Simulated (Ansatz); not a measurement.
## Telling isomers of C3H2ClN apart by their spectra

These gas-phase data were calculated for one isomer of C3H2ClN at PBE0-D3(BJ)/def2-SVP (harmonic, unscaled wavenumbers; equilibrium rotational constants with average atomic masses):

```
rotational constants            : 6.901, 3.141, 2.158 GHz
all wavenumbers above 1500 cm⁻¹ : 3309, 3192, 2398, 1696
```

Candidates:

(1) `C=C(Cl)C#N`, a singlet
(2) `N#C/C=C/Cl`, a singlet
(3) `N#C/C=C\Cl`, a singlet

Task: Which structure fits? Where the bands don't settle it, estimate the moments of inertia from typical bond lengths.

Result: Candidate (1). The rotational constants decide: (2) would give 48.47, 1.516, 1.47 GHz; (3) would give 9.393, 2.534, 1.996 GHz.

The same quantities for all candidates:

|  | rotational constants (GHz) | wavenumbers above 1500 cm⁻¹ | E above the lowest, PBE0-D3(BJ)/def2-SVP (kcal/mol) |
| --- | --- | --- | --- |
| (1) | 6.901, 3.141, 2.158 | 3309, 3192, 2398, 1696 | 3.7 |
| (2) | 48.47, 1.516, 1.47 | 3235, 3215, 2390, 1692 | 0.1 |
| (3) | 9.393, 2.534, 1.996 | 3245, 3214, 2393, 1694 | 0.0 |

Harmonic stretches to hydrogen usually lie a few per cent above observed fundamentals. Programs: Ansatz 0.2.0.
